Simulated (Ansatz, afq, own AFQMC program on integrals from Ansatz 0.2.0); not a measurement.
GeH2⁻, doublet → GeH₂⁻, quartet

```json
{"atom": "Ge", "x (Å)": "0.0000", "y (Å)": "-0.0307", "z (Å)": "0.0000"}
{"atom": "H", "x (Å)": "0.0000", "y (Å)": "1.1080", "z (Å)": "-1.1584"}
{"atom": "H", "x (Å)": "0.0000", "y (Å)": "1.1080", "z (Å)": "1.1584"}
```

E(quartet, charge -1) − E(doublet, charge -1) at this geometry, on UHF and UHF determinants.

Basis aug-cc-pVTZ. Only valence electrons are correlated. Integrals, coupled cluster, full CI and functionals: Ansatz 0.2.0; the random walks run on the same integrals in our own AFQMC program. ph-AFQMC/CISD is guided by a CISD state made of CCSD amplitudes; releasing the constraint for a short imaginary time cuts its bias at the price of noise, slowly where states lie close. Error bars are statistical, one sigma. No spin–orbit coupling. The errors of all members are added in quadrature.

No full CI on the walks' own integrals is used here; CCSDT(Q) serves as the reference and is uncertain by about the last step of the cluster series. Each member takes its own surest rung, up to full CI.

Errors are counted within aug-cc-pVTZ, not against nature.

Cautions: inner d shell frozen; no relativity below Rb; no spin-orbit coupling; GeH₂⁻ (quartet): another spin lies lower, at this level and basis the anion state lies above a neutral one, raised T1 diagnostic (T1 0.046, weight of the determinant 0.89, largest double 0.04), the ph-AFQMC/CISD walk drifts between its halves (2.6 errors).

Reference (CCSDT(Q)): 3.061 eV.

```csv
level,vertical spin gap (eV),error against CCSDT(Q) (eV)
HF,2.312,-0.749
MP2,3.017,-0.044
CCSD,3.033,-0.028
CCSD(T),3.062,0.001
CCSDT,3.059,-0.002
ph-AFQMC/HF,3.103 ± 0.029,0.041 ± 0.029
ph-AFQMC/CISD,3.062 ± 0.006,0.000 ± 0.006
released AFQMC,3.060 ± 0.005,-0.001 ± 0.005
```

Correlation beyond CCSD(T) changes it by less than 2 meV. The perturbative (T) step is worth +0.029 eV.

A walk keeps the symmetry of its determinant, which the program's search chose and which needn't be the lowest solution, so a lower state of the same spin and another symmetry isn't excluded. Released energies are given only where the last usable release times agree within the noise; a slower fall can still hide under it.
